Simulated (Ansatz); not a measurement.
## Ta2N: computed properties

Computed with Ansatz, DFT PBEsol, scalar-relativistic, plane waves, PAW.

Cutoff 420 eV; k points 18×18×10 on the computed 3-atom cell (Γ-centred); Gaussian smearing, width 0.10 eV; no spin polarisation.

The structure is relaxed at this level of theory with its symmetry kept. Whether it is the stable form of this composition wasn't checked.

It takes space group P-3m1 (No. 164, trigonal). Conventional cell: a = 3.079 Å, b = 3.079 Å, c = 4.823 Å, α = 90.00°, β = 90.00°, γ = 120.00°. Ta (site symmetry 3m) has 3 N at 2.16 Å as nearest neighbours. Around N (site symmetry -3m) lie 6 Ta at 2.16 Å.

```json
{"Volume per atom": "13.20 Å³", "Formation energy from the elements' standard states (uncorrected)": "-0.940 eV/atom", "Kohn–Sham band gap": "none (metal)", "Density of states at the Fermi level": "1.05 states/eV per cell", "Löwdin character within 0.5 eV of the Fermi level": "Ta 5d 89 %, N 2p 8 %", "Bulk modulus": "284 GPa", "Its pressure derivative": "4.7", "Bader charges (e)": "Ta (2 in the cell) 0.88, N (1 in the cell) -1.77"}
```

Spin-orbit coupling is left out, which matters for the bands of heavy elements. Spin polarisation was left out, and a magnetic state may lie lower.